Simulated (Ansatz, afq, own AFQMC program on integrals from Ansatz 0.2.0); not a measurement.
## SiGeH$_{2}$, singlet → SiGeH2, triplet

```xyz
4

Si    0.0000    0.0746    1.5249
Ge    0.0000   -0.0064   -0.6402
H     0.0000   -0.3073    2.9682
H     0.0000   -1.3061    0.6773
```

Connectivity, by distances: SiH–Ge, 1 bridging H.

E(triplet, charge +0) − E(singlet, charge +0) at this geometry, on RHF and UHF determinants.

Basis cc-pVDZ. Only valence electrons are correlated. Ansatz 0.2.0 and our own AFQMC program on the same integrals; the CISD trial comes from CCSD amplitudes, and released means the phaseless constraint is let go. Uncertainties: one standard error, sampling alone. No spin–orbit coupling. The errors of all members are added in quadrature.

No full CI on the walks' own integrals is used here; CCSDT(Q) serves as the reference and is uncertain by about the last step of the cluster series. Each member takes its own surest rung, up to full CI.

Errors are counted within cc-pVDZ, not against nature.

Cautions: inner d shell frozen; no relativity below Rb; no spin-orbit coupling; SiGeH₂ (singlet): restricted determinant unstable towards unrestricted (UHF 91 meV lower, ⟨S²⟩ 0.42), its ph-AFQMC/CISD value lies 20 ± 5 meV above CCSDTQ; SiGeH₂ (triplet): another spin lies lower, unrestricted determinant slightly spin contaminated (⟨S²⟩ 2.05 against 2.00), released walk and highest rung disagree (by 19 meV at 2.40 1/Eh), its ph-AFQMC/CISD value lies 31 ± 3 meV above CCSDT(Q); core correlation is missing, and it shifts such a gap most where an s electron is promoted.

Reference (CCSDT(Q)): 51.4 kcal/mol.

```tsv
level	vertical spin gap (kcal/mol)	error against CCSDT(Q) (kcal/mol)
HF	29.5	-21.8
MP2	53.1	1.8
CCSD	48.9	-2.5
CCSD(T)	51.5	0.2
CCSDT	51.1	-0.3
ph-AFQMC/CISD	51.6 ± 0.1	0.2 ± 0.1
released AFQMC	51.8 ± 0.1	0.4 ± 0.1
```

Correlation beyond CCSD(T) takes off 0.2 kcal/mol. The perturbative (T) step is worth +2.6 kcal/mol.

A walk keeps the symmetry of its determinant, which the program's search chose and which needn't be the lowest solution, so a lower state of the same spin and another symmetry isn't excluded. Released energies are given only where the last usable release times agree within the noise; a slower fall can still hide under it.
